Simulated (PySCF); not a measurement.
A thermochemical cycle for BN

PBE0 in PySCF with def2-TZVPPD on every atom, for the lowest determinant that a PBE0 search found; no spin–orbit coupling. BN, a triplet (σ ↑, π ↑), has De = 4.82 eV to neutral atoms, and BN⁺, a quartet (σ ↑, π ↑↑), has De = 2.22 eV to B⁺ + N.

The adiabatic ionisation energy of BN, between the minima, is 11.24 eV.

Q: Which ionisation energy of the B atom does this level give?

A: IE(B) = IE(molecule) + De(ion) − De(neutral) = 11.24 + 2.22 − 4.82 = 8.64 eV; the measured value is 8.298 eV (NIST ASD).

For an ion De counts to the pair picked by the measured ionisation energies or electron affinities, which need not be the lowest pair at this level. States were picked by a PBE0 search and need not be the measured ground states.
